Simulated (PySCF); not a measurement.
A PySCF script (with the pyscf-properties extension) for the NMR shieldings of `C[P@@H+](C(C)C)P`, [C4H13P2]+, on a GFN2-xTB geometry:

```python
import basis_set_exchange as bse
import numpy as np
from pyscf import gto, dft
from pyscf.prop import nmr

atoms = """
C    -1.089301   -1.575113    0.562136
C    -0.784686   -0.080096    0.535362
C    -1.967752    0.740856    0.027012
P     0.646072    0.259747   -0.573638
C     2.109935   -0.718908   -0.110093
P     0.926380    2.387961   -0.845620
H    -0.272503   -2.147593    0.995427
H    -1.294162   -1.950202   -0.439370
H    -1.973090   -1.749324    1.171417
H    -0.502047    0.258761    1.540141
H    -1.743982    1.808741    0.024953
H    -2.241766    0.438389   -0.982854
H    -2.830519    0.581999    0.669798
H     0.258778   -0.256440   -1.799169
H     1.881604   -1.782130   -0.170852
H     2.930836   -0.492805   -0.791329
H     2.412169   -0.469789    0.908003
H     1.264340    2.540522    0.508060
H     2.259891    2.214673   -1.236848
"""
names = dict.fromkeys(["C", "P", "H"], "pcSseg-1")
basis = {el: gto.basis.parse(bse.get_basis(n, elements=[el], fmt="nwchem")) for el, n in names.items()}
mol = gto.M(atom=atoms, basis=basis, charge=1, verbose=0)
mf = dft.RKS(mol, xc="PBE0")
mf.grids.level = 2
mf.grids.alignment = dft.numint.BLKSIZE   # the property module wants whole blocks of grid points
mf.conv_tol = 1e-9
mf.kernel()

calc = nmr.RKS(mf)   # GIAO
C = mf.mo_coeff
Co = C[:, mf.mo_occ > 0]
resp = mf.gen_response(singlet=True, hermi=2)
def vind(x):   # induced exchange potential for any number of trial vectors
    d = np.einsum("pi,xij,qj->xpq", C, 2 * x.reshape(-1, C.shape[1], Co.shape[1]), Co, optimize=True)
    return np.einsum("xpq,pi,qj->xij", resp(d - d.transpose(0, 2, 1)), C, Co, optimize=True).ravel()
mo1, _ = nmr.rhf.solve_mo1(calc, with_cphf=vind)
sigma = calc.kernel(mo1)
for i, s in enumerate(sigma):   # ppm
    w = np.linalg.eigvalsh((s + s.T) / 2)
    print("%2d %-2s iso %8.1f  s11 %8.1f  s22 %8.1f  s33 %8.1f" % (i, mol.atom_pure_symbol(i), w.mean(), *w))
```

Question: What does it print?

Answer: 
```
 0 C  iso    166.4  s11    154.7  s22    157.2  s33    187.3
 1 C  iso    153.7  s11    142.4  s22    152.3  s33    166.6
 2 C  iso    165.7  s11    152.3  s22    160.1  s33    184.6
 3 P  iso    327.9  s11    268.3  s22    320.7  s33    394.8
 4 C  iso    174.9  s11    163.3  s22    171.0  s33    190.4
 5 P  iso    553.0  s11    508.6  s22    544.3  s33    606.0
 6 H  iso     30.0  s11     24.4  s22     29.0  s33     36.7
 7 H  iso     30.6  s11     26.7  s22     28.4  s33     36.6
 8 H  iso     29.6  s11     24.6  s22     26.7  s33     37.4
 9 H  iso     29.3  s11     26.4  s22     27.4  s33     34.2
10 H  iso     30.1  s11     23.7  s22     30.5  s33     36.2
11 H  iso     30.5  s11     27.0  s22     28.1  s33     36.4
12 H  iso     29.6  s11     24.7  s22     26.6  s33     37.5
13 H  iso     26.7  s11     23.8  s22     24.5  s33     31.8
14 H  iso     29.2  s11     23.2  s22     27.7  s33     36.7
15 H  iso     29.7  s11     24.4  s22     27.0  s33     37.5
16 H  iso     29.7  s11     25.6  s22     27.1  s33     36.5
17 H  iso     28.6  s11     23.6  s22     26.7  s33     35.6
18 H  iso     28.5  s11     22.8  s22     26.1  s33     36.6
```

These numbers come from an equivalent density-fitted implementation of the same equations, which agrees with the script to about 0.01 ppm for H and up to a few tenths of a ppm for heavy atoms, so last digits may differ.

Question: Turn these shieldings into chemical shifts. δ = σ(ref) − σ, references computed at the same level: 13C (σ = 186.93 ppm), 1H (σ = 31.72 ppm) against TMS; H3PO4 for 31P (σ = 318.38 ppm).

Answer: Averaging equivalent atoms: C 1: 33.2; C 2: 21.3; C 0: 20.6; C 4: 12.0; P 3: -9.6; P 5: -234.6; H 13: 5.03; H 17/18: 3.16; H 9: 2.37; H 14/15/16: 2.18; H 6/7/8: 1.67; H 10/11/12: 1.63 ppm. Experimental scales use liquid or dissolved standards, which lie at an offset from isolated H3PO4.

Size and cost of the density-fitted run: 181 basis functions, 22 s wall time on 1 thread of an Arm Neoverse V2, shared host.
